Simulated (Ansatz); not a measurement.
BH$_{6}$NSi, SMILES `B[SiH2]N`, relaxed with RKS PBE-D4/def2-SVP in Ansatz 0.2.0 from a rough embedded geometry. The force threshold is 0.03 eV/Å; the program also tests the step.

Charge 0, multiplicity 1.

Start:

```xyz
9

B     0.675    1.320   -0.513
Si    0.279   -0.293    0.363
N    -1.218   -0.958   -0.344
H     0.647    1.366   -1.648
H     1.514    2.077   -0.032
H     0.106   -0.050    1.818
H     1.400   -1.252    0.176
H    -1.381   -1.890    0.227
H    -2.022   -0.320   -0.046
```

```json
{"step": "1", "energy (eV)": "-10128.6178", "largest force (eV/Å)": "2.200", "largest move (Å)": "0.000"}
{"step": "2", "energy (eV)": "-10129.1886", "largest force (eV/Å)": "1.065", "largest move (Å)": "0.196"}
{"step": "3 (rejected)", "energy (eV)": "-10129.1716", "largest force (eV/Å)": "2.416", "largest move (Å)": "0.165"}
{"step": "4", "energy (eV)": "-10129.2859", "largest force (eV/Å)": "0.352", "largest move (Å)": "0.081"}
{"step": "5", "energy (eV)": "-10129.3157", "largest force (eV/Å)": "0.196", "largest move (Å)": "0.100"}
{"step": "6", "energy (eV)": "-10129.3306", "largest force (eV/Å)": "0.094", "largest move (Å)": "0.149"}
{"step": "7", "energy (eV)": "-10129.3349", "largest force (eV/Å)": "0.276", "largest move (Å)": "0.168"}
{"step": "8", "energy (eV)": "-10129.3412", "largest force (eV/Å)": "0.221", "largest move (Å)": "0.038"}
{"step": "9", "energy (eV)": "-10129.3534", "largest force (eV/Å)": "0.052", "largest move (Å)": "0.200"}
{"step": "10", "energy (eV)": "-10129.3539", "largest force (eV/Å)": "0.110", "largest move (Å)": "0.098"}
{"step": "11", "energy (eV)": "-10129.3571", "largest force (eV/Å)": "0.112", "largest move (Å)": "0.068"}
{"step": "12", "energy (eV)": "-10129.3594", "largest force (eV/Å)": "0.076", "largest move (Å)": "0.068"}
{"step": "13", "energy (eV)": "-10129.3598", "largest force (eV/Å)": "0.020", "largest move (Å)": "0.008"}
```

End:

```xyz
9

B     0.818    1.319   -0.563
Si    0.270   -0.327    0.442
N    -1.139   -1.099   -0.259
H     0.055    1.942   -1.281
H     1.930    1.787   -0.399
H     0.129    0.198    1.872
H     1.355   -1.369    0.525
H    -1.489   -1.960    0.170
H    -1.927   -0.493   -0.507
```

Hardware: 2 threads of an Arm Neoverse V1 on a shared host. Wall time 15 s, peak host memory 0.14 GiB.
